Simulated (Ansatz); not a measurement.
**CH6AlB: small, medium and large basis sets**

One table from this session's results is given with a row withheld; the runs are named, their logs left out.

Computed with Ansatz 0.2.0, Gaussian basis. Level: one geometry, several basis sets.

The runs, in order: PBE0-D4/def2-SVP; ωB97M-V/def2-SVP; PBE0-D4/def2-QZVPP; ωB97M-V/def2-QZVPP; the functionals' def2-TZVPP values are taken from earlier runs.

1 further run of the same task is left out (it didn't finish).

## Structure used throughout

The geometry comes from an earlier relaxation with PBE0-D4 in a triple-zeta def2 set; it is a stationary point, not always the lowest conformer.

SMILES `B[CH2][AlH2]`, 9 atoms, charge 0, spin multiplicity 1.

Atoms are counted from 1 here; the program's logs count them from 0.

Bond lengths: B1–C2 1.509 Å, B1–H4 1.200 Å, B1–H5 1.200 Å, C2–Al3 1.984 Å, C2–H6 1.095 Å, C2–H7 1.095 Å, Al3–H8 1.584 Å, Al3–H9 1.584 Å. Angles: C2–B1–H4 120.7°, C2–B1–H5 120.7°, H4–B1–H5 118.3°, B1–C2–Al3 103.5°, B1–C2–H6 116.8°, B1–C2–H7 116.8°, Al3–C2–H6 101.7°, Al3–C2–H7 101.7°, H6–C2–H7 113.1°, C2–Al3–H8 119.3°, C2–Al3–H9 119.3°, H8–Al3–H9 121.2°.

The first run:

The input, in.yaml:

```yaml
crystal:
  periodic: [false, false, false]
  atoms:
    - {symbol: B, position_ang: [-0.482513, 0.634044, -1.143456]}
    - {symbol: C, position_ang: [0.717750, 0.177661, -0.350252]}
    - {symbol: Al, position_ang: [-0.084389, -0.692779, 1.241899]}
    - {symbol: H, position_ang: [-1.012473, -0.100052, -1.931538]}
    - {symbol: H, position_ang: [-0.987780, 1.702110, -0.931846]}
    - {symbol: H, position_ang: [1.331475, 0.958360, 0.110120]}
    - {symbol: H, position_ang: [1.309477, -0.639017, -0.775500]}
    - {symbol: H, position_ang: [-0.363952, -2.251459, 1.214886]}
    - {symbol: H, position_ang: [-0.339195, 0.164935, 2.548688]}
basis:
  gaussian: {orbitals: def2-SVP}
hamiltonian: {xc: pbe0, dispersion: d4}
output: {orbitals: {seedname: orbitals}}
```

Command:

```
$ ansatz run in.yaml --threads 2 --pin off --events-out ev --progress --plain --max-ram 4352MiB
```

Among the steps run: PBE0-D4 in def2-SVP; ωB97M-V in def2-SVP; PBE0-D4 in def2-QZVPP; ωB97M-V in def2-QZVPP.

One of the session's tables, all rows but one given; the rest of the session is left out.

| functional | basis | HOMO (eV) | LUMO (eV) |
| --- | --- | --- | --- |
| PBE0-D4 | def2-SVP | ? | ? |
| PBE0-D4 | def2-TZVPP | -8.32 | -2.05 |
| PBE0-D4 | def2-QZVPP | -8.32 | -2.06 |
| ωB97M-V | def2-SVP | -10.48 | -0.25 |
| ωB97M-V | def2-TZVPP | -10.50 | -0.34 |
| ωB97M-V | def2-QZVPP | -10.50 | -0.43 |

Q: Estimate the row for PBE0-D4, def2-SVP from the others.

As computed: HOMO (eV): -8.33; LUMO (eV): -2.04. In the column «HOMO (eV)» it lies between ωB97M-V, def2-SVP (-10.48) and PBE0-D4, def2-TZVPP (-8.32).
